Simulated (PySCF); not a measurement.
B3LYP has the VWN-RPA correlation part, as in Gaussian. Excitations are Tamm–Dancoff values on a coarser integration grid. The basis has no diffuse functions, so Rydberg states are missing or too high.

Cartesian coordinates (Å):
```xyz
10

C     -1.1378    -0.1263    -0.2158
C      0.1684    -0.1026     0.5850
C      1.3441     0.2435    -0.2874
O      2.3339    -0.4284    -0.4155
H     -1.1197    -0.9150    -0.9694
H     -1.3067     0.8241    -0.7266
H     -1.9884    -0.3068     0.4414
H      0.1032     0.6688     1.3617
H      0.3628    -1.0583     1.0725
H      1.2401     1.2010    -0.8459
```
Charge 0, spin multiplicity 1.

Question: Estimate the dipole moment, S1–T1 gap (TDA) and T1 excitation (TDA) that B3LYP-D3(BJ)/def2-TZVP in PySCF returns for this input.

Answer: 
```
Property              Result
-------------------  -------
dipole moment         2.92 D
S1–T1 gap (TDA)      0.63 eV
T1 excitation (TDA)  3.66 eV
```
